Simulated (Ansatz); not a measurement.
Input for Ansatz (development build ahead of 0.2.0):

```yaml
crystal:
  periodic: [false, false, false]
  atoms:
    - { symbol: O, position_ang: [0.0, 1.10381, -0.22854] }
    - { symbol: O, position_ang: [0.0, 0.0, 0.45708] }
    - { symbol: O, position_ang: [0.0, -3.31143, -1.59979] }
basis:
  gaussian: { orbitals: pcseg-2 }
magnetization:
  spin_polarized: true
hamiltonian:
  xc: { name: wB97X }
```

The input is written out in the form of the current development build from the run's settings.

Output:

```json
{
  "Converged": "yes",
  "Total energy": "-225.40990 hartree",
  "Spin squared of the determinant": "2.016",
  "Stability test": "minimum"
}
```

Caution: the unrestricted determinant is a mixture of spin states.
